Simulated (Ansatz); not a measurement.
Reaction (isomerisation): `C/C=C/CCC` → `C/C=C\CCC`

Isolated molecules relaxed with PBE0-D4/def2-TZVP in Ansatz; ΔE leaves out vibrations. CCSD(T)/CBS is the MP2 limit (def2-TZVPP, def2-QZVPP) plus CCSD(T) − MP2 in def2-TZVPP, frozen cores. Double bonds are as drawn, so ΔE can hold a change between cis and trans. DFT in def2-TZVPP. One conformer a species, not always the lowest.

`C/C=C/CCC`:

```xyz
18

C    -2.520   -0.224   -1.397
C    -1.047   -0.328   -1.201
C    -0.451   -0.780   -0.104
C     1.023   -0.881    0.100
C     1.529   -0.027    1.263
C     1.353    1.463    1.031
H    -2.820    0.808   -1.609
H    -2.851   -0.825   -2.250
H    -3.065   -0.561   -0.513
H    -0.422   -0.007   -2.034
H    -1.074   -1.097    0.734
H     1.290   -1.927    0.294
H     1.541   -0.591   -0.821
H     1.004   -0.323    2.179
H     2.587   -0.252    1.433
H     0.302    1.718    0.876
H     1.902    1.788    0.142
H     1.720    2.045    1.880
```

`C/C=C\CCC`:

Z-matrix (Å, degrees):
```
C
C 1 1.491
H 1 1.090 2 112.9
H 1 1.095 2 110.6 3 -120.9
H 1 1.095 2 110.8 3 121.2
C 2 1.330 1 127.5 3 0.1
H 2 1.088 1 115.2 3 -180.0
C 6 1.493 2 127.9 1 0.5
H 6 1.089 2 117.2 1 179.2
C 8 1.530 6 112.6 2 113.5
H 8 1.096 6 108.7 2 -126.0
H 8 1.094 6 111.0 2 -9.3
C 10 1.519 8 113.0 6 -66.8
H 10 1.096 8 109.1 6 55.5
H 10 1.095 8 108.9 6 171.0
H 13 1.094 10 110.9 8 -60.8
H 13 1.092 10 111.4 8 179.2
H 13 1.093 10 111.1 8 58.7
```

**Question.** Is it downhill or uphill in electronic energy at CCSD(T)/CBS, and by how much? (An estimate is asked.)

**Answer.** The calculation gave: Uphill: ΔE = +0.9 kcal/mol.

**Question.** What do these levels give: r2SCAN-D4, r2SCANh-D4, CAM-B3LYP, RPA@PBE/def2-TZVPP, HF/def2-SVP, MP2/def2-TZVPP? (An estimate is asked.)

**Answer.** The calculation gave: r2SCAN-D4 1.0, r2SCANh-D4 1.0, CAM-B3LYP 1.4, RPA@PBE/def2-TZVPP 1.1, HF/def2-SVP 1.7, MP2/def2-TZVPP 0.9 kcal/mol.

Largest T1 diagnostic among the species: 0.009.

In def2-TZVPP, CCSD(T) changes the Hartree–Fock value by −0.8 kcal/mol (the triples alone add −0.1 kcal/mol) and MP2 by −0.9 kcal/mol. Leaving LDA and LC-ωPBE aside and taking each functional with its dispersion term where it has one, the values, not all of them listed here, spread over 0.5 kcal/mol, from revPBE-D4 to B2PLYP.
